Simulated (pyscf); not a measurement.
PySCF, gas phase, ωB97X-D3(BJ)/def2-SVP geometries. Correlated levels are frozen-core, on RHF or UHF. ΔMP2 is the change of the MP2 total energy from the triple- to the quadruple-zeta basis.

**Question.** How much does it cost (ΔH, 298 K, CCSD(T)/def2-TZVPP + ΔMP2(QZVPP)) to split HN=Ge(F)–F at its H–N bond into [N=Ge(F)–F]• + H•?

**Answer.** H–N to [N=Ge(F)–F]• + H•: 4.78 eV. The radicals are drawn with the spin at the cut bond; how far it spreads was not checked. Other isomers of [N=Ge(F)–F]• were not searched in full and may lie lower. The CCSD(T) − MP2 part came from Ansatz, without density fitting, on the same reference. A UHF reference is spin-contaminated (<S²> up to 0.94), which harms MP2 most. The frozen core leaves the outer d or s,p core shells of the metals and heavy elements correlated in the MP2 and CC values, and def2-TZVPP describes them poorly, which can shift differences by a few kcal/mol. Elements up to Kr have no core potential and no relativistic terms here.
